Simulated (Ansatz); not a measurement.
Relative stability

Two relaxed structures of C2H5O (charge -1), closed shell (PBE0-D4/def2-TZVPD; forces vanish, vibrations not checked).

A:

```
8
angstrom
C -0.7118 -0.0720 -0.5699
C 0.4947 0.2458 0.3462
O 0.9429 -0.7909 1.0395
H -0.4337 -0.8569 -1.2839
H -1.0547 0.8150 -1.1288
H 0.1496 1.1280 0.9765
H 1.2607 0.7236 -0.3464
H -1.5424 -0.4537 0.0363
```

B:

```csv
atom,x (Å),y (Å),z (Å)
C1,-0.6622,-0.0766,-0.6964
C2,0.4330,0.2745,0.2230
O3,0.5498,-0.6825,1.3484
H4,-0.3636,-0.3968,-1.6975
H5,-1.5041,0.6193,-0.7258
H6,0.3046,1.2590,0.7036
H7,1.4282,0.2692,-0.2529
H8,-0.1857,-1.2661,1.0977
```

Program: Ansatz 0.2.0. Basis: def2-TZVPPD. Cores are frozen in the correlated methods. B3LYP uses VWN-RPA correlation.

Problem. Which structure is lower at CCSD(T), and by how much? (To be estimated.)

Solution. Computed: A, by 0.959 eV (electronic energy, against the other). By their contacts, A is C₂H₅O ([CH3][CH2][O]), total charge -1 and B is C₂H₅O ([CH2][CH2][OH]), total charge -1.

All methods give the same order:

```
   method  E(B) − E(A) (eV)
   PBE-D4             1.015
r2SCAN-D4             1.057
  PBE0-D4             1.003
 B3LYP-D4             1.026
  wB97M-V             0.936
       HF             1.112
      MP2             0.949
     CCSD             0.977
  CCSD(T)             0.959
```

The T1 diagnostic stays at or below 0.018.

Labels in which every atom is bracketed show which atoms are joined, not bond orders.

For scale, one of the runs: CCSD(T)/def2-TZVPPD, 199 basis functions, launched by `ansatz run in.yaml --threads 2 --pin off --events-out ev --progress --plain --max-ram 4352MiB`. The run took 56 s on 2 CPU threads of an Arm Neoverse V1 (shared host), with 2.5 GiB of host memory at its peak.
